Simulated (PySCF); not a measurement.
Other spins and charges of Si–NH$_{2}$, doublet at one geometry

Geometry (PBE0/def2-TZVP stationary point for this spin, not checked as a minimum):

| atom | x (Å) | y (Å) | z (Å) |
| --- | --- | --- | --- |
| Si | 0.0000 | 0.0000 | 0.6455 |
| N | 0.0000 | 0.0000 | -1.0599 |
| H | 0.0000 | 0.8350 | -1.6290 |
| H | 0.0000 | -0.8350 | -1.6290 |

Basis 6-31G; PySCF 2.14.0. Only valence electrons are correlated (noble-gas cores frozen). R marks a restricted (for open shells ROHF) determinant, U an unrestricted one.

Gaps are energies of the second state less the first, at fixed atoms, for a selection of the levels run; mean-field and cluster levels share one orbital occupation for each state, and full CI takes the lowest of the symmetries tried.

Removing an electron, to the singlet: 6.336 eV at RCCSDT.

| level | gap (eV) | error (meV) |
| --- | --- | --- |
| RHF | 6.540 | 204 |
| RMP2 | 6.388 | 52 |
| RCCSD | 6.356 | 20 |
| RCCSD(T) | 6.336 | 0 |
| PBE | 6.991 | 655 |
| r2SCAN | 7.113 | 777 |
| PBE0 | 7.085 | 749 |
| B3LYP | 7.003 | 667 |
| wB97M-V | 6.768 | 432 |
| B2PLYP | 6.734 | 398 |

Question: PBE gives 10.136 eV for removing an electron, to the triplet. Estimate what RCCSDT gives in 6-31G.

Answer: RCCSDT in 6-31G gives 9.354 eV, so against it PBE is off by 0.782 eV, of which a good part can be the reference's own basis and frozen-core error.

```csv
level,gap (eV),error (meV)
RHF,9.152,-202
UHF,9.101,-253
RMP2,9.347,-7
UMP2,9.296,-58
RCCSD,9.387,33
UCCSD,9.382,28
UCCSD(T),9.365,11
PBE0,10.179,825
B2PLYP,9.975,621
```

Quartet less doublet: 3.244 eV at RCCSDT.

```tsv
level	gap (eV)	error (meV)
UHF	2.587	-657
RMP2	3.101	-143
RCCSD	3.201	-43
UCCSD	3.200	-44
RCCSD(T)	3.241	-3
UCCSD(T)	3.240	-4
PBE	3.640	396
r2SCAN	3.317	73
B3LYP	3.822	578
wB97M-V	3.917	673
```

In so small a basis the reference is far from its limit while semilocal and hybrid functionals are nearer theirs (RPA and double hybrids share part of the reference's basis error), so the functionals' errors here hold much of the reference's basis and frozen-core error, which can add to them or hide them. The set has no polarisation functions, which weighs most on the reference.

Full CI isn't at hand for all of this; RCCSDT serves as the reference. It lacks quadruple excitations, which often exceed the step from CCSD(T) to CCSDT. The frozen core follows each run's orbitals, which can shift R against U totals by a few meV.
